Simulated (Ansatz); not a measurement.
C4H9N can be A, `CN1CCC1`, or B, `CC(C)=CN`.

Calculated with Ansatz (gas phase, PBE0-D4/def2-TZVP geometries, no zero-point term in ΔE). CCSD(T)/CBS adds triple-zeta CCSD(T) − MP2 to the extrapolated MP2 energy (def2 sets, frozen cores). Functionals use def2-TZVPP. B3LYP here is the variant with VWN-RPA as its local correlation; programs differ in this. Each species was taken in one conformer, which may not be the lowest.

A:

```xyz
14

C     0.2135   -1.6999   -0.4898
N     0.4016   -0.2787   -0.4668
C    -0.7737    0.5833   -0.6125
C    -0.1413    1.5574    0.3914
C     0.7260    0.3619    0.8099
H    -0.5361   -2.0436    0.2471
H    -0.1154   -2.0172   -1.4828
H     1.1586   -2.2053   -0.2745
H    -1.6887    0.1210   -0.2061
H    -0.9743    0.9322   -1.6293
H     0.4386    2.3393   -0.0983
H    -0.7916    1.9970    1.1456
H     0.2912   -0.1712    1.6717
H     1.7917    0.5238    0.9941
```

B:

Z-matrix (Å, degrees):
```
C
C 1 1.496
H 1 1.093 2 113.3
H 1 1.097 2 111.6 3 121.1
H 1 1.095 2 110.6 3 -120.3
C 2 1.495 1 116.1 3 164.4
C 2 1.336 1 123.3 3 -17.4
H 6 1.097 2 111.5 1 59.7
H 6 1.096 2 111.4 1 -59.0
H 6 1.092 2 111.6 1 -179.8
N 7 1.391 2 127.5 1 -4.3
H 7 1.087 2 119.0 1 -179.6
H 11 1.008 7 114.3 2 147.3
H 11 1.008 7 115.1 2 16.7
```

(1) Which is lower in electronic energy at CCSD(T)/CBS, and by how much? (Best estimate.)

(2) Give E(B) − E(A) in kcal/mol with HF/def2-TZVPP, B3LYP, PBE0-D4, B3LYP-D4, MP2/def2-TZVPP, CCSD(T)/def2-TZVPP, B2PLYP. (An estimate is asked.)

Largest T1 diagnostic: 0.010.

Answers

(1) Ansatz gave: B, by 20.4 kcal/mol.

(2) Computed: HF/def2-TZVPP -20.4, B3LYP -23.3, PBE0-D4 -18.9, B3LYP-D4 -22.9, MP2/def2-TZVPP -19.4, CCSD(T)/def2-TZVPP -19.4, B2PLYP -21.9. None reverses the order clearly.

In def2-TZVPP, CCSD(T) changes the Hartree–Fock value by +1.0 kcal/mol (the triples alone add −0.5 kcal/mol) and MP2 by +1.0 kcal/mol. From PBE to PBE0 (25 % exact exchange), in def2-TZVPP and without D4, E(B) − E(A) moves by +2.0 kcal/mol.
